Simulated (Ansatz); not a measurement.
**PBE-QIDH/cc-pVDZ run of C2H6O (dimethyl ether)**

Aim: the energy change on altering one bond length of C2H6O (dimethyl ether) at PBE-QIDH/cc-pVDZ, from 2 runs. 

The results are computed with Ansatz 0.2.0.

47 further runs of the same task are left out: 47 set aside as unsound or not needed.

**1. The molecule**

The species is C2H6O (9 atoms), meant as a singlet with charge 0. As SMILES, `COC`. Geometry: relaxed at PBE0-D4/def2-TZVP.

Bond lengths: C1–O2 1.399 Å, O2–C3 1.399 Å, C1–H4 1.100 Å, C1–H5 1.090 Å, C1–H6 1.100 Å, C3–H7 1.100 Å, C3–H8 1.090 Å, C3–H9 1.100 Å. Some angles: C1–O2–C3 112.1°, O2–C1–H4 111.6°, O2–C1–H5 107.7°, O2–C1–H6 111.6°, O2–C3–H7 111.6°, O2–C3–H8 107.7°, O2–C3–H9 111.6°, H4–C1–H5 108.9°, H4–C1–H6 108.2°, H5–C1–H6 108.9°.

**2. A single-point energy at PBE-QIDH/cc-pVDZ**

job.yaml

```yaml
crystal:
  periodic: [false, false, false]
  atoms:
    - {symbol: C, position_ang: [-0.413190, 0.872670, -0.645330]}
    - {symbol: O, position_ang: [0.563380, -0.127830, -0.595980]}
    - {symbol: C, position_ang: [0.479050, -0.887610, 0.575660]}
    - {symbol: H, position_ang: [-1.427650, 0.449000, -0.618190]}
    - {symbol: H, position_ang: [-0.283130, 1.417120, -1.580990]}
    - {symbol: H, position_ang: [-0.312930, 1.577090, 0.193180]}
    - {symbol: H, position_ang: [-0.493490, -1.394000, 0.659910]}
    - {symbol: H, position_ang: [1.266920, -1.640470, 0.540090]}
    - {symbol: H, position_ang: [0.621040, -0.265980, 1.471640]}
basis:
  gaussian: {orbitals: cc-pVDZ}
accuracy: high
output: {orbitals: {seedname: orbitals}}
total_charge: 0
correlation: {frozen_orbitals: {C: 1, H: 0, O: 1}}
hamiltonian: {xc: {name: PBE-QIDH}}
```

The run is started by

```sh
$ ansatz run job.yaml --threads 1 --pin off --max-ram 3480MiB --events-out events.jsonl --progress --plain --runs-dir runs
```

What it wrote:

```text
Warning: RAYON_NUM_THREADS=1 ignored (pool sized by the plan → 1); use --threads N
Functional definition: PBE-QIDH
  name "PBE-QIDH"
  parameter a = 3^(-1/3)
  parameter c = 1/3
  exchange = (1 - a)*pbe_x + a*exact_x
  correlation = (1 - c)*pbe_c + c*(mp2_os + mp2_ss)
1748 factors; integrals over basis functions are off by at most 3.3e-9 eV
mean field evaluation 1: about -4205.5703 eV, gradient 2.6e1 eV
mean field evaluation 2: about -4205.5696 eV, gradient 2.6e1 eV
mean field evaluation 4: about -4207.0452 eV, gradient 3.2e0 eV
mean field evaluation 8: about -4207.0640 eV, gradient 1.8e-2 eV
mean field evaluation 16: about -4207.0640 eV, gradient 1.3e-6 eV
mean field -4207.06396887 eV, -154.6067492055 hartree, gradient 2.4e-8 eV, S^2 0.000000; 0 other end points of the search recorded, 0 dependent functions left out
3 core orbitals not correlated: weight in the atoms' cores, before any rotation towards them, 1.000 or more for the frozen orbitals, at most 0.000 for the correlated occupied ones
reference -4207.06396975 eV, -154.6067492381 hartree; 10, 10 occupied and 59, 59 virtual orbitals, 1748 factors
second order -14.65561643 eV of doubles, -0.00000000 eV of singles
Total energy: -4211.94917523 eV, -154.7862772280 hartree
```

Run time: 6.3 s. Hardware: 1 thread of Arm Neoverse V1, shared host; peak memory 0.2 GiB.

**3. The distorted shape**

in.yaml

```yaml
crystal:
  periodic: [false, false, false]
  atoms:
    - {symbol: C, position_ang: [-0.493400, 0.309118, -1.316157]}
    - {symbol: O, position_ang: [0.483170, -0.691382, -1.266807]}
    - {symbol: C, position_ang: [0.398840, -1.451162, -0.095167]}
    - {symbol: H, position_ang: [-1.507860, -0.114552, -1.289017]}
    - {symbol: H, position_ang: [-0.363340, 0.853568, -2.251817]}
    - {symbol: H, position_ang: [-0.312930, 1.577090, 0.193180]}
    - {symbol: H, position_ang: [-0.573700, -1.957552, -0.010917]}
    - {symbol: H, position_ang: [1.186710, -2.204022, -0.130737]}
    - {symbol: H, position_ang: [0.540830, -0.829532, 0.800813]}
basis:
  gaussian:
    orbitals: cc-pVDZ
hamiltonian:
  xc: {name: PBE-QIDH}
correlation:
  frozen_orbitals: {C: 1, H: 0, O: 1}
accuracy: high
output:
  orbitals: {seedname: orbitals}
```

The run is started by

```sh
$ ansatz run in.yaml --threads 1 --pin off --max-ram 3480MiB --events-out events.jsonl --progress --plain --runs-dir runs
```

What it wrote (excerpt; [...] marks lines left out):

```text
Warning: RAYON_NUM_THREADS=1 ignored (pool sized by the plan → 1); use --threads N
[... 2 set-up lines as earlier in the session ...]
[...]
1734 factors; integrals over basis functions are off by at most 3.2e-9 eV
[...]
mean field -4203.48236584 eV, -154.4751277220 hartree, gradient 1.3e-8 eV, S^2 0.000000; 0 other end points of the search recorded, 0 dependent functions left out; unrestricted orbitals would lower it
3 core orbitals not correlated: weight in the atoms' cores, before any rotation towards them, 1.000 or more for the frozen orbitals, at most 0.000 for the correlated occupied ones
reference -4203.48236674 eV, -154.4751277550 hartree; 10, 10 occupied and 59, 59 virtual orbitals, 1734 factors
second order -15.37228270 eV of doubles, -0.00000000 eV of singles
Total energy: -4208.60646097 eV, -154.6634347449 hartree
```

Run time: 6 s. Hardware: 1 thread of Arm Neoverse V1, shared host; peak memory 0.2 GiB.

**4. Results**

Level: PBE-QIDH/cc-pVDZ, 3 core orbitals frozen.

| quantity | value |
| --- | --- |
| first shape: total energy | -154.78628 Eh |
| first shape: HOMO energy (SCF part's orbitals) | -9.88 eV |
| first shape: LUMO energy (SCF part's orbitals) | 3.72 eV |
| first shape: HOMO–LUMO gap (SCF part's orbitals) | 13.60 eV |
| distorted shape: total energy | -154.66343 Eh |
| distorted shape: HOMO energy (SCF part's orbitals) | -8.86 eV |
| distorted shape: LUMO energy (SCF part's orbitals) | 0.65 eV |
| distorted shape: HOMO–LUMO gap (SCF part's orbitals) | 9.51 eV |
| energy change with the C1–H6 bond stretched from 1.100 to 1.980 Å | 3.343 eV |

With the C1–H6 bond stretched from 1.100 to 1.980 Å the energy rises by 3.34 eV (77 kcal/mol). The first shape isn't relaxed at this level, so the change isn't measured from a minimum. A restricted reference can't describe the breaking bond well at this length. The restricted solution (distorted shape) is unstable to spin breaking: an unrestricted one lies lower.
